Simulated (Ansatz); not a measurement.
fcc Au was calculated with rVV10 (Ansatz, a quantum-chemistry and plane-wave program, plane waves, PAW).

Settings: plane-wave cutoff 520 eV, 24×24×24 k mesh, Fermi–Dirac smearing 0.05 eV, scalar-relativistic PAW data made under PBE.

The volume scan:

| V (Å³/atom) | E − E_lowest (meV/atom) | P (GPa) |
|---|---|---|
| 17.351 | 34.15 | 10.28 |
| 17.720 | 14.93 | 6.49 |
| 18.089 | 3.89 | 3.17 |
| 18.458 | 0.00 | 0.27 |
| 18.828 | 2.37 | -2.27 |
| 19.197 | 10.24 | -4.50 |
| 19.566 | 22.89 | -6.44 |

Question: Estimate the bulk modulus from the pressures at 18.089 and 18.828 Å³/atom, and compare it with a fit to all energies.

Answer: B = −V dP/dV. Between V = 18.089 and 18.828 Å³/atom, dP/dV = (-2.27 − (3.17))/(18.828 − 18.089) = -7.36 GPa per Å³/atom; at the midpoint 18.459 Å³/atom this gives B ≈ 136 GPa. The third-order Birch–Murnaghan fit gives V0 = 18.495 Å³/atom, B0 = 134 GPa, B′ = 5.7, which lies 1 % below that estimate.

Measured, for comparison: bulk modulus 182 GPa (0 K value with the zero-point phonon effect removed, our sources range from 175 to 182; as tabulated in Mejia-Rodriguez and Trickey (2018), arXiv:1807.09216); equilibrium volume per atom 16.76 Å³/atom (static lattice: zero-point anharmonic expansion removed; as tabulated in Mejia-Rodriguez and Trickey (2018), arXiv:1807.09216). Computed (rounded) less measured: bulk modulus -26 % (-23 % to -26 % over the range), equilibrium volume per atom +10.4 %.

Spin–orbit coupling is not included; it can shift volumes and moduli of such heavy elements.

Static lattice: no zero-point or thermal effects.

Cost on a shared machine: about 80 core-seconds (a rough figure).
